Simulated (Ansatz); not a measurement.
Basis-set extrapolation for C₅H₁₀O₂ (`CCOC(=O)CC`) (PBE0-D4/def2-TZVP geometry, frozen core, Ansatz 0.2.0). Multiplicity 1, RHF reference.

|  | def2-TZVPP | def2-QZVPP |
| --- | --- | --- |
| HF | -345.050105 | -345.065997 |
| MP2 correlation | -1.315163 | -1.406472 |
| CCSD(T) correlation | -1.419305 | not run |

Energies in hartree. Use E(X) = E(∞) + A·exp(−7.88·√X) for Hartree–Fock and E(X) = E(∞) + B·X^(−2.97) for correlation, with X = 3 and 4, and add CCSD(T) minus MP2 of the smaller set to the MP2 limit.

Problem. What is the CCSD(T) energy at the basis-set limit?

Solution. HF limit: -345.065997 + (-0.015892) × 0.13774 = -345.06819. MP2 limit: -1.406472 + (-0.091309) × 0.74074 = -1.47411. Higher-order term: -1.419305 − (-1.315163) = -0.10414. Total: -346.64644 hartree, 4.82 eV below CCSD(T)/def2-TZVPP.
